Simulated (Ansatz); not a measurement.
# HPB, quartet: the ladder up to full CI

Geometry: that of the HPB, doublet, kept fixed. The doublet lies 3.6 eV lower here.

```yaml
atoms:
  - { symbol: B, position_ang: [0.0000, -0.1023, 1.2468] }
  - { symbol: P, position_ang: [0.0000, -0.0022, -0.4526] }
  - { symbol: H, position_ang: [0.0000, 1.1642, 0.5345] }
```

Basis 6-31G; Ansatz 0.2.0. Only valence electrons are correlated (noble-gas cores frozen), which leaves 9 electrons in 18 orbitals. R marks a restricted (for open shells ROHF) determinant, U an unrestricted one. Active spaces: valence = (9e, 9o) chosen from the atoms' valence shells.

Full CI is exact within this basis and frozen core; it isn't the basis-set limit. The frozen core follows each run's orbitals, which can shift R against U totals by a few meV.

For open shells CISD and CISDTQ are restricted-active-space CI with the open shells as a complete middle space.

The UHF ⟨S²⟩ is 3.762. The T1 diagnostic (RCCSD) is 0.0216. The largest doubles amplitude (RCCSD) is 0.090. The T1 diagnostic (UCCSD) is 0.0166.

| level | E − E(RHF) (eV) |
| --- | --- |
| UHF | -0.0695 |
| RMP2 | -1.8824 |
| UMP2 | -1.8988 |
| RCCSD | -2.4551 |
| UCCSD | -2.4544 |
| RCCSD(T) | -2.5227 |
| UCCSD(T) | -2.5222 |

Estimate how far full CI in 6-31G lies from RCCSD(T). The table doesn't fix it; the size of (T) and the diagnostics are the guide.

Full CI in 6-31G lies 1.18 mEh below RCCSD(T), which is 47 % of the (T) step (-2.49 mEh). The diagnostics give no warning, yet the rest is a sizeable part of (T).

The other levels:

| level | E − E(full CI) (mEh) | share of correlation (%) | wall time |
| --- | --- | --- | --- |
| CISD | 6.47 | 93.11 | 0.54 s |
| BCCD(T) | 1.22 | 98.70 | 0.93 s |
| RCCSDT | 0.17 | 99.82 | – |
| UCCSDT | 0.16 | 99.83 | – |
| CISDTQ | 0.13 | 99.86 | 14 s |
| RCCSDT(Q) | 0.04 | 99.95 | 2.9 s |
| UCCSDT(Q) | 0.03 | 99.97 | 2.6 s |
| RCCSDTQ | 0.00 | 100.00 | 29 s |
| UCCSDTQ | -0.01 | 100.01 | 29 s |
| CASSCF (valence space) | 36.85 | 60.75 | – |
| NEVPT2 (valence space) | 10.19 | 89.15 | 1.8 s |
| NEVPT4(SD) (valence space) | 1.55 | 98.35 | 2.8 s |
| MRCISD (valence space) | 1.30 | 98.61 | – |
| MRCISD+Q (valence space) | 0.43 | 99.55 | 3 s |

The correlation energy at full CI, counted from RHF, is -2.555 eV. That run took 92 s on 1 thread of Arm Neoverse V2, shared host over 7,559,552 determinants.

Times hold each run's SCF and search for its determinant on a shared host, so for small cases they say little of a method's own cost; they ran on 1 thread of Arm Neoverse V2. Some runs computed forces too.

The full-CI state has the irrep A' of Cs, in the program's axes.

Natural occupations of full CI about the gap: 1.980 1.954 1.914 1.025 0.996 0.967 0.078 0.028 0.022 0.008; effectively unpaired electrons, Σ n²(2−n)², 3.06.
